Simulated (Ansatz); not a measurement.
# CCSD(T) forces

HSO (SMILES [O-]S) (charge -1), closed shell, displaced at random from a GFN2-xTB minimum.

```csv
atom,x (Å),y (Å),z (Å)
O1,0.1155,1.0660,0.1754
S2,-0.4736,-0.2724,-0.2819
H3,0.5749,-0.7621,0.0510
```

Ansatz 0.2.0; basis: def2-TZVPPD; cores frozen in the correlated methods.

CCSD(T) forces from the calculation:
```csv
atom,Fx,Fy,Fz (eV/Å)
O1,0.014,4.006,0.676
S2,-4.143,0.156,-1.613
H3,4.130,-4.162,0.937
```

Q: Which atom feels the largest CCSD(T) force, and how large is it?

A: H3, 5.94 eV/Å, along (0.70, -0.70, 0.16).

Root-mean-square difference of the force components from those of CCSD(T): PBE0-D4 0.330; wB97M-V 0.223; r2SCAN-D4 0.213; PBE-D4 0.203; r2SCANh-D4 0.295; B97M-V 0.392 eV/Å.

The T1 diagnostic stays at or below 0.017. These are differences at one structure, and CCSD(T) in triple zeta is itself an approximation.

For scale, one of the runs: CCSD(T)/def2-TZVPPD forces, 108 basis functions (an equivalent command: `ansatz run in.yaml --threads 4`). Time: 7.5 s of wall clock on 4 CPU threads; the host was shared. Peak host memory: 0.62 GiB.
